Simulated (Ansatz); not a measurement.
in.yaml

```yaml
crystal:
  periodic: [false, false, false]
  atoms:
    - {symbol: Li, position_ang: [0.000000, 0.000000, 0.000000]}
    - {symbol: Na, position_ang: [0.000000, 0.000000, 9.001000]}
basis:
  gaussian: {orbitals: "6-31++G**"}
total_charge: -1
magnetization: {spin_polarized: true, initial_magnetization: 1}
correlation: {method: bccd, electrons: outside_noble_gas}
accuracy: high
scf: {lower_state_search: off}
output: {forces: true}
```

```sh
$ ansatz run in.yaml --threads 1 --pin off --events-out ev --progress --plain --max-ram 2393MiB
```

Log:

```
these checks for a lower state are left out or cut short: starts, cluster_reference, orbital_swaps, neighbouring_geometries, increment
640 factors; integrals over basis functions are off by at most 3.7e-9 eV
mean field evaluation 1: about -4605.9059 eV, gradient 9.3e-1 eV
mean field evaluation 2: about -4605.9058 eV, gradient 9.4e-1 eV
mean field evaluation 4: about -4606.0762 eV, gradient 4.0e-1 eV
mean field evaluation 8: about -4606.1360 eV, gradient 1.4e-1 eV
mean field evaluation 16: about -4606.1463 eV, gradient 5.6e-3 eV
mean field evaluation 32: about -4606.1463 eV, gradient 3.4e-6 eV
mean field -4606.14632486 eV, -169.2727552806 hartree, gradient 7.2e-8 eV, S^2 1.309187; 0 other end points of the search recorded, 0 dependent functions left out
6 core orbitals not correlated: weight in the atoms' cores, before any rotation towards them, 1.000 or more for the frozen orbitals, at most 0.000 for the correlated occupied ones
reference -4606.14632486 eV, -169.2727552806 hartree; 2, 1 occupied and 34, 35 virtual orbitals, 640 factors
second order -0.21124540 eV of doubles, -0.00000000 eV of singles
cycle   1  -0.31215685 eV  change   -1.0e-1 eV  update   9.6e-2
cycle   2  -0.49702683 eV  change   -1.8e-1 eV  update   8.0e-2
cycle   3  -0.54319613 eV  change   -4.6e-2 eV  update   5.4e-2
cycle   4  -0.60796066 eV  change   -6.5e-2 eV  update   3.3e-2
...
cycle  80  -0.60836459 eV  change    2.1e-9 eV  update   2.4e-8
cycle  81  -0.60836459 eV  change    4.7e-9 eV  update   1.6e-8
cycle  82  -0.60836458 eV  change    6.2e-9 eV  update   9.5e-9
cycle  83  -0.60836458 eV  change    1.4e-9 eV  update   4.4e-9
cycle  84  -0.60836458 eV  change  -5.9e-11 eV  update   2.9e-9
cycle  85  -0.60836458 eV  change  -4.5e-10 eV  update   1.5e-9
cycle  86  -0.60836458 eV  change  -1.4e-10 eV  update  9.8e-10
cycle  87  -0.60836458 eV  change   7.2e-11 eV  update  7.0e-10
cycle  88  -0.60836458 eV  change   1.6e-10 eV  update  4.6e-10
cycle  89  -0.60836458 eV  change   1.1e-11 eV  update  2.9e-10
the calculation of the forces begins
Total energy: -4606.75468944 eV, -169.2951122665 hartree
Atom 0 at     0.000000     0.000000     0.000000 Å, force     0.000000    -0.000000     0.021854 eV/Å
Atom 1 at     0.000000     0.000000     9.001000 Å, force    -0.000000     0.000000    -0.021854 eV/Å
Dipole moment:     0.000000    -0.000000     6.102487 e Å
Checks for a lower state left out: starts, cluster_reference, orbital_swaps, neighbouring_geometries, increment
```

Forces (eV/Å):
```
Li   0.000  0.000  0.022
Na   0.000  0.000 -0.022
```

Ran on 1 thread of Arm Neoverse V1, shared host: 4.4 s wall, 0.2 GiB peak host memory.
